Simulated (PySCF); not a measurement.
Gas-phase reaction: 2 CH₃OCH₃ + C₄H₁₀ (isobutane) = 2 HCHO (formaldehyde) + 6 CH₃

Computed with PySCF (xtb for GFN2) and rigid-rotor harmonic-oscillator thermochemistry at 1 bar. 'Table' is the NASA 1993 thermochemical table (part measured, part estimated). † marks an energy on the PBE0/def2-TZVP geometry and frequencies; other levels use their own. 6-31G* has spherical d functions here. Open shells (unrestricted): CH₃ (multiplicity 2); the rest are closed-shell singlets. GFN2 has no spin-polarisation term. B3LYP is the form with VWN-RPA correlation. The harmonic model lacks anharmonicity and excited electronic states, which grow with temperature; levels with a mode under 35 cm⁻¹ are left out. Internal rotation in CH₃OCH₃, C₄H₁₀ (isobutane) is treated as a harmonic vibration of one conformer, which makes the entropy rough.

```json
[
 {"level": "table", "ΔH°(298 K), kJ": "1167.4", "minus table": "-", "ΔG°(2500 K), kJ": "-770.9"},
 {"level": "B3LYP/def2-TZVP†", "ΔH°(298 K), kJ": "1057.5", "minus table": "-109.9", "ΔG°(2500 K), kJ": "-906.7"},
 {"level": "BLYP/def2-TZVP†", "ΔH°(298 K), kJ": "1009.9", "minus table": "-157.5", "ΔG°(2500 K), kJ": "-954.2"},
 {"level": "GFN2-xTB", "ΔH°(298 K), kJ": "1762.5", "minus table": "595.1", "ΔG°(2500 K), kJ": "-201.0"},
 {"level": "HF/6-31G*", "ΔH°(298 K), kJ": "759.1", "minus table": "-408.3", "ΔG°(2500 K), kJ": "-1312.4"},
 {"level": "HF/def2-TZVP†", "ΔH°(298 K), kJ": "716.3", "minus table": "-451.1", "ΔG°(2500 K), kJ": "-1247.9"},
 {"level": "M06-2X/def2-TZVP†", "ΔH°(298 K), kJ": "1197.9", "minus table": "30.5", "ΔG°(2500 K), kJ": "-766.3"},
 {"level": "PBE/def2-SVP", "ΔH°(298 K), kJ": "1218.7", "minus table": "51.3", "ΔG°(2500 K), kJ": "-756.6"},
 {"level": "PBE0/def2-SVP†", "ΔH°(298 K), kJ": "1208.6", "minus table": "41.2", "ΔG°(2500 K), kJ": "-755.6"},
 {"level": "PBE0/def2-TZVP", "ΔH°(298 K), kJ": "1150.4", "minus table": "-17.0", "ΔG°(2500 K), kJ": "-813.8"},
 {"level": "ωB97M-V/def2-TZVP†", "ΔH°(298 K), kJ": "1179.6", "minus table": "12.2", "ΔG°(2500 K), kJ": "-784.6"}
]
```
